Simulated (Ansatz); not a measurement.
Born–Oppenheimer molecular dynamics of BH4N (6 atoms, charge 0, multiplicity 1). It starts from a relaxed structure.

Computed with RKS B3LYP-D4/def2-SVP (Ansatz).

| Quantity | Value |
| --- | --- |
| ensemble | NVE (velocity Verlet) |
| time step | 0.5 fs |
| steps asked | 250 |
| starting velocities drawn for | 500 K |
| seed | 887269 |

First frame:

```xyz
6
Properties=species:S:1:pos:R:3
B 0.000 0.000 0.069
N 0.000 0.000 1.459
H -0.840 -0.109 2.016
H 0.840 0.109 2.016
H 1.046 0.136 -0.520
H -1.046 -0.136 -0.520
```

**Question.** How far do the bonds stretch over the last three quarters of this one trajectory? (Pairs bonded in most of those frames.)

**Answer.** 
| bond | mean (Å) | spread (Å) | shortest | longest |
| --- | --- | --- | --- | --- |
| B1–N2 | 1.390 | 0.005 | 1.38 | 1.40 |
| B1–H5 | 1.222 | 0.067 | 1.12 | 1.31 |
| B1–H6 | 1.214 | 0.054 | 1.13 | 1.30 |
| N2–H3 | 1.016 | 0.023 | 0.98 | 1.05 |
| N2–H4 | 1.016 | 0.023 | 0.98 | 1.05 |

Mean temperature of the second half: 248 K. The conserved energy stayed within 0.65 meV per atom of its start (net change 0.39 meV per atom), so the integration is sound. Over the second half the temperature averaged 0.50 of the 500 K drawn at the start: a run that starts near a minimum puts about half its kinetic energy into the potential. A run of 0.12 ps of so small a system gives no equilibrium averages.

The run took 2.8 min on 1 thread of Arm Neoverse V2, with other jobs on the host, peak memory 0.047 GiB.
